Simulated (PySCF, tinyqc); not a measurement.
A ladder of methods, and size consistency: correlation methods against full CI in the sto-3g basis, for BH, spin multiplicity 1. Computed by the program tinyqc with PySCF. All electrons correlated; +Q is the Davidson correction (1 - c0^2) E_corr. The last columns treat two copies 100 angstrom apart as one system. FCI is the lowest singlet.

Geometry (angstrom):
```
atom       x       y       z
B     0.0000  0.0000  0.0000
H     0.0000  0.0000  1.3620
```

RHF energy of one = -24.743054 hartree

Correlation energies (hartree):
```
method   E_corr of one  share of FCI (%)  E_corr of two at 100 angstrom  two minus twice one (mhartree)
MP2           -0.03245            52.230                       -0.06490                           0.000
CISD          -0.05989            96.389                       -0.11151                           8.265
CISD+Q        -0.06470           104.137                       -0.12578                           3.619
CCSD          -0.06198            99.750                       -0.12395                           0.000
CCSD(T)       -0.06203            99.833                       -0.12406                           0.000
FCI           -0.06213           100.000                              -                               -
```

What does the comparison show, and why?

MP2 recovers 52 %, CISD 96.4 % and CCSD 99.7 % of the FCI value (c0^2 = 0.920 in CISD). MP2 and coupled cluster are size consistent, so their last column vanishes; CISD loses 8.26 mhartree, since a double excitation on each copy is a quadruple of the pair, and the Davidson correction leaves +3.62. The restricted reference is unstable here: a spin-polarised solution lies 0.0087 hartree lower (PySCF), so results built on it describe a poor reference.
